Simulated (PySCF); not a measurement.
## Deuteron quadrupole couplings in `C/C=C(/F)CC`

Species: C5H9F.
Geometry (PBE0-D3(BJ)/def2-SVP, Å), atoms numbered from 1 in this order:
```
atom  x, y, z in Å
C1     2.0667    0.0167    0.7948
C2     1.1770    0.9880    0.0951
C3     0.0192    0.7210   -0.5116
F4    -0.6485    1.7382   -1.0902
C5    -0.7118   -0.5686   -0.6633
C6    -2.0996   -0.5409   -0.0284
H7     1.6569   -1.0031    0.8058
H8     3.0598   -0.0275    0.3171
H9     2.2353    0.3182    1.8419
H10    1.4951    2.0355    0.0625
H11   -0.8068   -0.7772   -1.7439
H12   -0.1068   -1.3820   -0.2390
H13   -2.7073    0.2682   -0.4583
H14   -2.6283   -1.4907   -0.1958
H15   -2.0337   -0.3720    1.0573
```

Level: PBE0/pcSseg-1 (PySCF, non-relativistic); Q(2H) = 0.00286 b; rigid geometry, the same for H and D, with no vibrational averaging.

Question: Rank these positions by the coupling χzz of a deuteron there, largest first.
A. H11 (methylene hydrogen)
B. H7 (methyl hydrogen)
C. H9 (methyl hydrogen)
D. H10 (vinylic hydrogen)

Answer: D (203 kHz), B (198 kHz), C (194 kHz), A (189 kHz).

Q: Give the electric field gradient Vzz (the principal value of largest size), its asymmetry and the 2H coupling at each hydrogen.

A: 
| atom | bonded to | bond length (Å) | Vzz (au) | η | χzz (kHz) |
| --- | --- | --- | --- | --- | --- |
| H7 | C1 | 1.099 | 0.2944 | 0.04 | 198 |
| H8 | C1 | 1.103 | 0.2878 | 0.02 | 193 |
| H9 | C1 | 1.103 | 0.2881 | 0.03 | 194 |
| H10 | C2 | 1.095 | 0.3014 | 0.09 | 203 |
| H11 | C5 | 1.105 | 0.2807 | 0.02 | 189 |
| H12 | C5 | 1.099 | 0.2905 | 0.04 | 195 |
| H13 | C6 | 1.099 | 0.2909 | 0.02 | 196 |
| H14 | C6 | 1.100 | 0.2937 | 0.03 | 197 |
| H15 | C6 | 1.101 | 0.2907 | 0.03 | 195 |

Q: How does χzz go with the bond length over the 9 C–H bonds?

A: A straight-line fit has a slope of -12.9 kHz for each 0.01 Å, with a correlation coefficient of -0.95, over lengths from 1.095 to 1.105 Å. The longer bonds have the smaller couplings here.

Q: Give the 2H NMR doublet splittings at H11 for a magnetic field along the z, y and x axes of the gradient: 3χ/2, 3χ(1 + η)/4, 3χ(1 − η)/4.

A: With |χ| = 188.6 kHz and η = 0.024: 283, 145 and 138 kHz, to first order and without motion.

Geometry: PBE0-D3(BJ)/def2-SVP, one conformer, isolated molecule. With a basis this small, the couplings can be 20 % off.

The run behind these numbers computed NMR shieldings as well. Hardware: Intel Xeon 6975P-C, one thread, no GPU, shared host with 192 logical CPUs at a one-minute load of 108. Cost: 9.6 s of wall time, 0.76 GiB resident at most.
